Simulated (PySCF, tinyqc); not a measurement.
RHF in the sto-3g basis, for H2O, spin multiplicity 1, step by step (part 1 of 2). The lowest restricted solution is unstable here: a spin-polarised one lies 0.0124 hartree lower (PySCF). Computed by tinyqc, a small Python program that keeps every step (integrals from PySCF). Settings: charge = 0, multiplicity = 1, basis = sto-3g, energy threshold = 1e-10, iteration cap = 71, orthogonalisation = canonical, start = highest core orbitals, DIIS depth = 8, method = RHF. Command: `OMP_NUM_THREADS=1 python tinyqc.py 20090 20091 out.jsonl` (the two numbers bound the seeds that draw the settings). One thread of a shared host (Intel(R) Xeon(R) Processor @ 2.60GHz), about 0.08 s of CPU time with the checks. Later iterations appear only in the table of the cycle.

## One-electron integrals

Geometry (angstrom):
```
atom       x        y       z
O     0.0000   0.0000  0.0000
H     0.0000   1.0810  0.8000
H     0.0000  -1.0810  0.8000
```

Basis sto-3g: exponents (1/bohr^2) and contraction coefficients of normalised primitives:
```
element  l (shell)  exponent  coefficient
O            s (1)  130.7093       0.1543
O            s (1)   23.8089       0.5353
O            s (1)    6.4436       0.4446
O            s (2)    5.0332      -0.1000
O            s (2)    1.1696       0.3995
O            s (2)    0.3804       0.7001
O            p (3)    5.0332       0.1559
O            p (3)    1.1696       0.6077
O            p (3)    0.3804       0.3920
H            s (1)    3.4253       0.1543
H            s (1)    0.6239       0.5353
H            s (1)    0.1689       0.4446
```

Overlap, kinetic and nuclear-attraction integrals over the contracted functions; the nuclear repulsion is the sum of Za Zb / Rab.

nuclear repulsion = 6.540615 hartree

overlap S, lower triangle:
```
         1O 1s   1O 2s  1O 2px   1O 2py  1O 2pz   2H 1s   3H 1s
1O 1s   1.0000
1O 2s   0.2367  1.0000
1O 2px  0.0000  0.0000  1.0000
1O 2py  0.0000  0.0000  0.0000   1.0000
1O 2pz  0.0000  0.0000  0.0000   0.0000  1.0000
2H 1s   0.0217  0.2606  0.0000   0.2000  0.1480  1.0000
3H 1s   0.0217  0.2606  0.0000  -0.2000  0.1480  0.0908  1.0000
```

kinetic energy T (hartree), lower triangle:
```
          1O 1s   1O 2s  1O 2px   1O 2py  1O 2pz    2H 1s   3H 1s
1O 1s   29.0032
1O 2s   -0.1680  0.8081
1O 2px   0.0000  0.0000  2.5287
1O 2py   0.0000  0.0000  0.0000   2.5287
1O 2pz   0.0000  0.0000  0.0000   0.0000  2.5287
2H 1s   -0.0070  0.0117  0.0000   0.0610  0.0451   0.7600
3H 1s   -0.0070  0.0117  0.0000  -0.0610  0.0451  -0.0113  0.7600
```

nuclear attraction V (hartree), lower triangle:
```
           1O 1s    1O 2s   1O 2px   1O 2py   1O 2pz    2H 1s    3H 1s
1O 1s   -61.4054
1O 2s    -7.3694  -9.8382
1O 2px    0.0000   0.0000  -9.7303
1O 2py    0.0000   0.0000   0.0000  -9.7985
1O 2pz   -0.0094  -0.1173   0.0000   0.0000  -9.7676
2H 1s    -0.6909  -1.8497   0.0000  -1.2266  -0.9295  -4.5948
3H 1s    -0.6909  -1.8497   0.0000   1.2266  -0.9295  -0.4700  -4.5948
```

core Hamiltonian H = T + V (hartree), lower triangle:
```
           1O 1s    1O 2s   1O 2px   1O 2py   1O 2pz    2H 1s    3H 1s
1O 1s   -32.4022
1O 2s    -7.5374  -9.0301
1O 2px    0.0000   0.0000  -7.2015
1O 2py    0.0000   0.0000   0.0000  -7.2698
1O 2pz   -0.0094  -0.1173   0.0000   0.0000  -7.2389
2H 1s    -0.6979  -1.8380   0.0000  -1.1656  -0.8843  -3.8348
3H 1s    -0.6979  -1.8380   0.0000   1.1656  -0.8843  -0.4813  -3.8348
```

## Two-electron integrals

Functions are numbered as in S; the eight-fold symmetry (ij|kl) = (ji|kl) = (kl|ij) leaves the list below.

Two-electron integrals (ij|kl) in chemists' order, unique and non-zero (hartree):
```
(11|11) 4.7851      (21|11) 0.7414      (21|21) 0.1369      (22|11) 1.1189
(22|21) 0.2566      (22|22) 0.8172      (31|31) 0.0245      (32|31) 0.0378
(32|32) 0.1805      (33|11) 1.1158      (33|21) 0.2567      (33|22) 0.8170
(33|33) 0.8802      (41|41) 0.0245      (42|41) 0.0378      (42|42) 0.1805
(43|43) 0.0474      (44|11) 1.1158      (44|21) 0.2567      (44|22) 0.8170
(44|33) 0.7853      (44|44) 0.8802      (51|51) 0.0245      (52|51) 0.0378
(52|52) 0.1805      (53|53) 0.0474      (54|54) 0.0474      (55|11) 1.1158
(55|21) 0.2567      (55|22) 0.8170      (55|33) 0.7853      (55|44) 0.7853
(55|55) 0.8802      (61|11) 0.0687      (61|21) 0.0126      (61|22) 0.0235
(61|33) 0.0235      (61|41) 4.38e-04    (61|42) 0.0008      (61|44) 0.0236
(61|51) 3.24e-04    (61|52) 0.0006      (61|54) 6.20e-05    (61|55) 0.0235
(61|61) 0.0012      (62|11) 0.1978      (62|21) 0.0461      (62|22) 0.1664
(62|33) 0.1634      (62|41) 0.0027      (62|42) 0.0226      (62|44) 0.1691
(62|51) 0.0020      (62|52) 0.0167      (62|54) 0.0042      (62|55) 0.1665
(62|61) 0.0043      (62|62) 0.0452      (63|31) 0.0044      (63|32) 0.0272
(63|43) 0.0045      (63|53) 0.0033      (63|63) 0.0059      (64|11) 0.1254
(64|21) 0.0296      (64|22) 0.1141      (64|33) 0.1092      (64|41) 0.0059
(64|42) 0.0415      (64|44) 0.1218      (64|51) 0.0011      (64|52) 0.0106
(64|54) 0.0060      (64|55) 0.1112      (64|61) 0.0029      (64|62) 0.0377
(64|64) 0.0371      (65|11) 0.0928      (65|21) 0.0219      (65|22) 0.0844
(65|33) 0.0808      (65|41) 0.0011      (65|42) 0.0106      (65|44) 0.0835
(65|51) 0.0053      (65|52) 0.0350      (65|54) 0.0065      (65|55) 0.0889
(65|61) 0.0021      (65|62) 0.0279      (65|64) 0.0231      (65|65) 0.0230
(66|11) 0.3903      (66|21) 0.0923      (66|22) 0.3846      (66|33) 0.3714
(66|41) 0.0060      (66|42) 0.0702      (66|44) 0.3968      (66|51) 0.0044
(66|52) 0.0520      (66|54) 0.0188      (66|55) 0.3853      (66|61) 0.0087
(66|62) 0.1428      (66|64) 0.1368      (66|65) 0.1012      (66|66) 0.7746
(71|11) 0.0687      (71|21) 0.0126      (71|22) 0.0235      (71|33) 0.0235
(71|41) -4.38e-04   (71|42) -0.0008     (71|44) 0.0236      (71|51) 3.24e-04
(71|52) 0.0006      (71|54) -6.20e-05   (71|55) 0.0235      (71|61) 0.0012
(71|62) 0.0042      (71|64) 0.0026      (71|65) 0.0021      (71|66) 0.0084
(71|71) 0.0012      (72|11) 0.1978      (72|21) 0.0461      (72|22) 0.1664
(72|33) 0.1634      (72|41) -0.0027     (72|42) -0.0226     (72|44) 0.1691
(72|51) 0.0020      (72|52) 0.0167      (72|54) -0.0042     (72|55) 0.1665
(72|61) 0.0042      (72|62) 0.0345      (72|64) 0.0204      (72|65) 0.0207
(72|66) 0.0858      (72|71) 0.0043      (72|72) 0.0452      (73|31) 0.0044
(73|32) 0.0272      (73|43) -0.0045     (73|53) 0.0033      (73|63) 0.0043
(73|73) 0.0059      (74|11) -0.1254     (74|21) -0.0296     (74|22) -0.1141
(74|33) -0.1092     (74|41) 0.0059      (74|42) 0.0415      (74|44) -0.1218
(74|51) -0.0011     (74|52) -0.0106     (74|54) 0.0060      (74|55) -0.1112
(74|61) -0.0026     (74|62) -0.0204     (74|64) -0.0082     (74|65) -0.0121
(74|66) -0.0486     (74|71) -0.0029     (74|72) -0.0377     (74|74) 0.0371
(75|11) 0.0928      (75|21) 0.0219      (75|22) 0.0844      (75|33) 0.0808
(75|41) -0.0011     (75|42) -0.0106     (75|44) 0.0835      (75|51) 0.0053
(75|52) 0.0350      (75|54) -0.0065     (75|55) 0.0889      (75|61) 0.0021
(75|62) 0.0207      (75|64) 0.0121      (75|65) 0.0165      (75|66) 0.0556
(75|71) 0.0021      (75|72) 0.0279      (75|74) -0.0231     (75|75) 0.0230
(76|11) 0.0468      (76|21) 0.0110      (76|22) 0.0436      (76|33) 0.0426
(76|44) 0.0434      (76|51) 0.0007      (76|52) 0.0075      (76|55) 0.0447
(76|61) 0.0010      (76|62) 0.0119      (76|64) 0.0087      (76|65) 0.0083
(76|66) 0.0408      (76|71) 0.0010      (76|72) 0.0119      (76|74) -0.0087
(76|75) 0.0083      (76|76) 0.0042      (77|11) 0.3903      (77|21) 0.0923
(77|22) 0.3846      (77|33) 0.3714      (77|41) -0.0060     (77|42) -0.0702
(77|44) 0.3968      (77|51) 0.0044      (77|52) 0.0520      (77|54) -0.0188
(77|55) 0.3853      (77|61) 0.0084      (77|62) 0.0858      (77|64) 0.0486
(77|65) 0.0556      (77|66) 0.2443      (77|71) 0.0087      (77|72) 0.1428
(77|74) -0.1368     (77|75) 0.1012      (77|76) 0.0408      (77|77) 0.7746
```

## Orthogonalisation

S = U s U^T; canonical form X = U s^(-1/2), so that X^T S X = 1. Each column of U has its largest component positive (the first on a tie).

eigenvalues of S: 0.5714  0.6681  0.8926  1.0000  1.1015  1.2411  1.5254

X:
```
              1        2        3       4        5        6       7
1O 1s   -0.4455   0.0000   0.6699  0.0000  -0.5921   0.0000  0.2558
1O 2s    0.9063   0.0000  -0.2579  0.0000  -0.2929   0.0000  0.4970
1O 2px   0.0000   0.0000   0.0000  1.0000   0.0000   0.0000  0.0000
1O 2py   0.0000   0.7936   0.0000  0.0000   0.0000   0.6832  0.0000
1O 2pz   0.3751   0.0000   0.6920  0.0000   0.6178   0.0000  0.2169
2H 1s   -0.5430  -0.6584  -0.2511  0.0000   0.2119   0.4117  0.3848
3H 1s   -0.5430   0.6584  -0.2511  0.0000   0.2119  -0.4117  0.3848
```

## Starting guess

The start is the highest orbitals of the core Hamiltonian (a deliberately bad start); D = 2 C_occ C_occ^T.

D at the start, lower triangle:
```
          1O 1s    1O 2s  1O 2px   1O 2py   1O 2pz    2H 1s   3H 1s
1O 1s    0.0104
1O 2s   -0.0535   0.3049
1O 2px   0.0000   0.0000  2.0000
1O 2py   0.0000   0.0000  0.0000   2.1930
1O 2pz   0.1145  -0.4482  0.0000   0.0000   1.9139
2H 1s    0.0451  -0.3946  0.0000  -0.4825  -0.2672   2.2886
3H 1s    0.0451  -0.3946  0.0000   0.4825  -0.2672  -0.1235  2.2886
```

## Iteration 1: building the Fock matrix

J_ij = sum D_kl (ij|kl), K_ij = sum D_kl (ik|jl); F = H + J - 0.5 K; E = tr D H + tr D J / 2 - 0.25 tr D K + E_nn.

Coulomb J (hartree), lower triangle:
```
          1O 1s    1O 2s  1O 2px   1O 2py  1O 2pz   2H 1s   3H 1s
1O 1s    8.2599
1O 2s    1.9079   6.4036
1O 2px   0.0000   0.0000  6.3570
1O 2py   0.0000   0.0000  0.0000   6.4554
1O 2pz  -0.0192  -0.0013  0.0000   0.0000  6.3947
2H 1s    0.1746   1.4259  0.0000   1.0363  0.7729  4.2965
3H 1s    0.1746   1.4259  0.0000  -1.0363  0.7729  0.4136  4.2965
```

exchange K (hartree), lower triangle:
```
          1O 1s    1O 2s  1O 2px   1O 2py  1O 2pz   2H 1s   3H 1s
1O 1s    0.1581
1O 2s    0.2276   1.2078
1O 2px   0.0000   0.0000  1.9780
1O 2py   0.0000   0.0000  0.0000   2.0332
1O 2pz  -0.0181  -0.4903  0.0000   0.0000  1.8740
2H 1s    0.0266   0.2921  0.0000   0.3520  0.1686  1.5948
3H 1s    0.0266   0.2921  0.0000  -0.3520  0.1686  0.0985  1.5948
```

Fock matrix F (hartree), lower triangle:
```
           1O 1s    1O 2s   1O 2px   1O 2py   1O 2pz    2H 1s    3H 1s
1O 1s   -24.2214
1O 2s    -5.7433  -3.2304
1O 2px    0.0000   0.0000  -1.8335
1O 2py    0.0000   0.0000   0.0000  -1.8309
1O 2pz   -0.0195   0.1266   0.0000   0.0000  -1.7812
2H 1s    -0.5366  -0.5582   0.0000  -0.3053  -0.1957  -0.3357
3H 1s    -0.5366  -0.5582   0.0000   0.3053  -0.1957  -0.1170  -0.3357
```

total energy of this density = -28.260401 hartree

## Iteration 1: diagonalisation and new density

Diagonalise F' = X^T F X, C = X C', fill 5 alpha and 5 beta electrons from the bottom; D = 2 C_occ C_occ^T. Each column has its largest component positive (the first on a tie).

F' = X^T F X (hartree), lower triangle:
```
         1        2        3        4         5        6        7
1  -2.5084
2   0.0000  -0.7045
3   3.8712   0.0000  -9.7219
4   0.0000   0.0000   0.0000  -1.8335
5  -3.9762   0.0000   8.5253   0.0000  -11.2086
6   0.0000  -0.7989   0.0000   0.0000    0.0000  -1.2722
7   1.5721   0.0000  -5.4597   0.0000    6.0603   0.0000  -4.7388
```

orbital energies (hartree): MO1 -24.2214, MO2 -2.0494, MO3 -1.8362, MO4 -1.8335, MO5 -1.7172, MO6 -0.1896, MO7 -0.1406

coefficients C:
```
           MO1      MO2      MO3     MO4      MO5      MO6      MO7
1O 1s   0.9999  -0.2199   0.0000  0.0000  -0.1123   0.0503   0.0000
1O 2s   0.0003   0.9328   0.0000  0.0000   0.4778  -0.3498   0.0000
1O 2px  0.0000   0.0000   0.0000  1.0000   0.0000   0.0000   0.0000
1O 2py  0.0000   0.0000   1.0158  0.0000   0.0000   0.0000  -0.2543
1O 2pz  0.0008  -0.4389   0.0000  0.0000   0.9064  -0.1845   0.0000
2H 1s   0.0002  -0.0216  -0.0434  0.0000  -0.0396   0.7408   0.7753
3H 1s   0.0002  -0.0216   0.0434  0.0000  -0.0396   0.7408  -0.7753
```

D after iteration 1, lower triangle:
```
          1O 1s    1O 2s  1O 2px   1O 2py   1O 2pz   2H 1s   3H 1s
1O 1s    2.1216
1O 2s   -0.5169   2.1968
1O 2px   0.0000   0.0000  2.0000
1O 2py   0.0000   0.0000  0.0000   2.0637
1O 2pz  -0.0091   0.0475  0.0000   0.0000   2.0285
2H 1s    0.0188  -0.0781  0.0000  -0.0882  -0.0528  0.0078
3H 1s    0.0188  -0.0781  0.0000   0.0882  -0.0528  0.0003  0.0078
```

## Iteration 2: building the Fock matrix

As before.

Coulomb J (hartree), lower triangle:
```
          1O 1s   1O 2s  1O 2px   1O 2py  1O 2pz   2H 1s   3H 1s
1O 1s   18.5270
1O 2s    3.5319  8.7791
1O 2px   0.0000  0.0000  8.7715
1O 2py   0.0000  0.0000  0.0000   8.7712
1O 2pz   0.0011  0.0010  0.0000   0.0000  8.7711
2H 1s    0.3254  1.7271  0.0000   1.1634  0.8608  3.8493
3H 1s    0.3254  1.7271  0.0000  -1.1634  0.8608  0.4423  3.8493
```

exchange K (hartree), lower triangle:
```
         1O 1s   1O 2s  1O 2px   1O 2py  1O 2pz   2H 1s   3H 1s
1O 1s   9.8363
1O 2s   1.7141  2.8608
1O 2px  0.0000  0.0000  2.3535
1O 2py  0.0000  0.0000  0.0000   2.3608
1O 2pz  0.0004  0.0064  0.0000   0.0000  2.3564
2H 1s   0.1689  0.5221  0.0000   0.2804  0.2100  0.1830
3H 1s   0.1689  0.5221  0.0000  -0.2804  0.2100  0.0872  0.1830
```

Fock matrix F (hartree), lower triangle:
```
           1O 1s    1O 2s  1O 2px   1O 2py   1O 2pz    2H 1s    3H 1s
1O 1s   -18.7934
1O 2s    -4.8625  -1.6814
1O 2px    0.0000   0.0000  0.3932
1O 2py    0.0000   0.0000  0.0000   0.3210
1O 2pz   -0.0085  -0.1195  0.0000   0.0000   0.3540
2H 1s    -0.4570  -0.3720  0.0000  -0.1424  -0.1285  -0.0770
3H 1s    -0.4570  -0.3720  0.0000   0.1424  -0.1285  -0.0827  -0.0770
```

total energy of this density = -73.487275 hartree

## Iteration 2: DIIS over 2 matrices

error matrix X^T (FDS - SDF) X:
```
         1        2        3       4        5       6       7
1   0.0000   0.0000  -0.1267  0.0000   0.3461  0.0000  0.4856
2   0.0000   0.0000   0.0000  0.0000   0.0000  0.6216  0.0000
3   0.1267   0.0000   0.0000  0.0000   0.1126  0.0000  0.1321
4   0.0000   0.0000   0.0000  0.0000   0.0000  0.0000  0.0000
5  -0.3461   0.0000  -0.1126  0.0000   0.0000  0.0000  0.0708
6   0.0000  -0.6216   0.0000  0.0000   0.0000  0.0000  0.0000
7  -0.4856   0.0000  -0.1321  0.0000  -0.0708  0.0000  0.0000
```

B (overlaps of the stored error matrices):
```
                1               2
1   3.5203148e-01  -2.6562004e-01
2  -2.6562004e-01   1.5862534e+00
```

Minimise |sum c_i e_i|^2 with sum c_i = 1: solve [B -1; -1 0][c; lambda] = [0; -1] with B_ij = tr e_i^T e_j, and take F = sum c_i F_i.

DIIS coefficients: 0.7499  0.2501

extrapolated F (hartree), lower triangle:
```
           1O 1s    1O 2s   1O 2px   1O 2py   1O 2pz    2H 1s    3H 1s
1O 1s   -22.8638
1O 2s    -5.5230  -2.8430
1O 2px    0.0000   0.0000  -1.2766
1O 2py    0.0000   0.0000   0.0000  -1.2927
1O 2pz   -0.0167   0.0650   0.0000   0.0000  -1.2472
2H 1s    -0.5167  -0.5116   0.0000  -0.2646  -0.1789  -0.2710
3H 1s    -0.5167  -0.5116   0.0000   0.2646  -0.1789  -0.1084  -0.2710
```

## Iteration 2: diagonalisation and new density

As before.

F' = X^T F X (hartree), lower triangle:
```
         1        2        3        4         5        6        7
1  -2.1092
2   0.0000  -0.4021
3   3.6263   0.0000  -8.8864
4   0.0000   0.0000   0.0000  -1.2766
5  -3.6994   0.0000   8.2623   0.0000  -10.4050
6   0.0000  -0.5475   0.0000   0.0000    0.0000  -0.9562
7   1.5793   0.0000  -5.1748   0.0000    5.7875   0.0000  -4.4153
```

orbital energies (hartree): MO1 -22.8644, MO2 -1.6125, MO3 -1.2928, MO4 -1.2766, MO5 -1.2335, MO6 -0.1055, MO7 -0.0655

coefficients C:
```
            MO1      MO2      MO3     MO4      MO5      MO6      MO7
1O 1s    0.9986  -0.2451   0.0000  0.0000  -0.0477   0.0610   0.0000
1O 2s    0.0059   1.0155   0.0000  0.0000   0.1921  -0.3905   0.0000
1O 2px   0.0000   0.0000   0.0000  1.0000   0.0000   0.0000   0.0000
1O 2py   0.0000   0.0000   0.9976  0.0000   0.0000   0.0000  -0.3183
1O 2pz   0.0009  -0.1887   0.0000  0.0000   0.9784  -0.2354   0.0000
2H 1s   -0.0006  -0.0101   0.0059  0.0000   0.0099   0.7420   0.7765
3H 1s   -0.0006  -0.0101  -0.0059  0.0000   0.0099   0.7420  -0.7765
```

D after iteration 2, lower triangle:
```
          1O 1s    1O 2s  1O 2px   1O 2py  1O 2pz   2H 1s   3H 1s
1O 1s    2.1192
1O 2s   -0.5044   2.1365
1O 2px   0.0000   0.0000  2.0000
1O 2py   0.0000   0.0000  0.0000   1.9904
1O 2pz   0.0011  -0.0073  0.0000   0.0000  1.9857
2H 1s    0.0028  -0.0168  0.0000   0.0118  0.0232  0.0005
3H 1s    0.0028  -0.0168  0.0000  -0.0118  0.0232  0.0003  0.0005
```

## Iteration 24 (converged): orbitals

converged F (hartree), lower triangle:
```
           1O 1s    1O 2s   1O 2px   1O 2py   1O 2pz    2H 1s    3H 1s
1O 1s   -20.2858
1O 2s    -5.1671  -2.3832
1O 2px    0.0000   0.0000  -0.3926
1O 2py    0.0000   0.0000   0.0000  -0.1510
1O 2pz   -0.0195  -0.0216   0.0000   0.0000  -0.1930
2H 1s    -0.4847  -0.5223   0.0000  -0.2944  -0.2529  -0.2529
3H 1s    -0.4847  -0.5223   0.0000   0.2944  -0.2529  -0.1085  -0.2529
```

As before.

F' = X^T F X (hartree), lower triangle:
```
         1       2        3        4        5        6        7
1  -1.2941
2   0.0000  0.3950
3   3.2945  0.0000  -7.2591
4   0.0000  0.0000   0.0000  -0.3926
5  -3.0387  0.0000   7.7584   0.0000  -8.9530
6   0.0000  0.0689   0.0000   0.0000   0.0000  -0.4507
7   1.5160  0.0000  -4.5823   0.0000   5.2688   0.0000  -4.0270
```

orbital energies (hartree): MO1 -20.2935, MO2 -1.1559, MO3 -0.4563, MO4 -0.3940, MO5 -0.3926, MO6 0.3103, MO7 0.4006

coefficients C:
```
            MO1      MO2      MO3      MO4     MO5      MO6      MO7
1O 1s    0.9948  -0.2498   0.0000   0.0704  0.0000  -0.0800   0.0000
1O 2s    0.0218   0.9555   0.0000  -0.3521  0.0000   0.4283   0.0000
1O 2px   0.0000   0.0000   0.0000   0.0000  1.0000   0.0000   0.0000
1O 2py   0.0000   0.0000   0.6169   0.0000  0.0000   0.0000   0.8461
1O 2pz   0.0018   0.0352   0.0000   0.7242  0.0000   0.7229   0.0000
2H 1s   -0.0030   0.1104   0.4635   0.3900  0.0000  -0.6217  -0.6231
3H 1s   -0.0030   0.1104  -0.4635   0.3900  0.0000  -0.6217   0.6231
```

D after iteration 24, lower triangle:
```
          1O 1s    1O 2s  1O 2px   1O 2py  1O 2pz    2H 1s   3H 1s
1O 1s    2.1138
1O 2s   -0.4835   2.0747
1O 2px   0.0000   0.0000  2.0000
1O 2py   0.0000   0.0000  0.0000   0.7612
1O 2pz   0.0880  -0.4426  0.0000   0.0000  1.0513
2H 1s   -0.0062  -0.0638  0.0000   0.5719  0.5727   0.7583
3H 1s   -0.0062  -0.0638  0.0000  -0.5719  0.5727  -0.1010  0.7583
```

## Convergence

Stop when the energy changes by less than 1e-10 hartree and every element of the error matrix X^T (F D S - S D F) X is below 3e-06.

Course of the cycle:
```
iteration  E (hartree)     change  largest element of the error matrix
1           -28.260401          -                             2.59e-01
2           -73.487275  -4.52e+01                             6.22e-01
3           -73.650514  -1.63e-01                             6.85e-01
4           -73.598540   5.20e-02                             6.71e-01
5           -73.594315   4.23e-03                             6.72e-01
6           -73.606252  -1.19e-02                             6.54e-01
7           -73.520993   8.53e-02                             6.76e-01
8           -73.265374   2.56e-01                             5.58e-01
9           -73.232616   3.28e-02                             5.43e-01
10          -72.536768   6.96e-01                             6.92e-01
11          -74.212048  -1.68e+00                             6.59e-01
12          -74.387496  -1.75e-01                             6.17e-01
13          -71.813128   2.57e+00                             6.59e-01
14          -74.679921  -2.87e+00                             2.41e-01
15          -74.230166   4.50e-01                             6.50e-01
16          -74.584374  -3.54e-01                             2.74e-01
17          -74.559774   2.46e-02                             3.06e-01
18          -74.801381  -2.42e-01                             8.36e-02
19          -74.805431  -4.05e-03                             8.34e-03
20          -74.805667  -2.36e-04                             1.53e-03
21          -74.805668  -8.44e-07                             9.48e-04
22          -74.805670  -1.63e-06                             8.00e-05
23          -74.805670  -5.87e-09                             3.92e-07
24          -74.805670  -1.42e-13                             3.34e-07
```

PySCF RHF in the same basis = -74.805670 hartree

Converged in 24 iterations.
